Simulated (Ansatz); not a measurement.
## Ansatz (development build ahead of 0.2.0) run

```yaml
crystal:
  periodic: [false, false, false]
  atoms:
    - { symbol: C, position_ang: [-0.07987, -0.02942, 0.01709] }
    - { symbol: H, position_ang: [1.09079, 0.04699, -0.06775] }
    - { symbol: H, position_ang: [-0.54209, 0.98929, 0.05175] }
    - { symbol: H, position_ang: [-0.53, -0.9211, -0.00595] }
basis:
  gaussian: { orbitals: cc-pVDZ }
magnetization:
  spin_polarized: true
  initial_magnetization: 1
hamiltonian:
  xc: hf
correlation:
  method: mp2
  frozen_orbitals: { C: 1, H: 0 }
```

The input is written out in the form of the current development build from the run's settings.

Results

```json
{
 "Converged": "yes",
 "Reference energy": "-39.54995 hartree",
 "Correlation energy": "-0.12720 hartree",
 "Total energy": "-39.67716 hartree",
 "Spin squared of the determinant": "0.763"
}
```
